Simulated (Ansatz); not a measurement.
**What a trial cell of Rb relaxes into**

Computed with DFT r2SCAN, scalar-relativistic, plane waves, PAW in Ansatz 0.2.0. Cutoff 500 eV, Γ-centred k mesh, Gaussian smearing, no spin polarisation in the final step.

The start puts Rb on the simple cubic structure type (Pm-3m, No. 221), at a guessed volume.

```xyz
1
Lattice="4.5551 0.0000 0.0000 0.0000 4.5551 0.0000 0.0000 0.0000 4.5551" Properties=species:S:1:pos:R:3 pbc="T T T"
Rb    0.0000    0.0000    0.0000
```

Cell and atoms relax at zero pressure; the relaxation can't lower the symmetry of the start.

Energies count from the standard state of Rb at the same level.

Describe the relaxed structure.

It keeps Pm-3m (No. 221). The result has the simple cubic structure. Conventional cell: a = 4.614 Å. Rb has 6 Rb at 4.61 Å.

```
Rb
1.0
     4.61439    0.00000    0.00000
     0.00000    4.61439    0.00000
     0.00000    0.00000    4.61439
Rb
1
Direct
  0.00000 0.00000 0.00000
```

What are its volume, energy, density and gap?

The volume per atom is 98.25 Å³, the density is 1.44 g/cm³ and the energy over the standard structure is 0.10 eV/atom. The gap on the 12×12×12 mesh is 0 eV (a metal).

The final run used a 12×12×12 mesh on its 1-atom cell and 0.10 eV smearing. The k mesh leaves about 4 meV/atom of noise in metals. A structure relaxed within its symmetry needn't be a true minimum.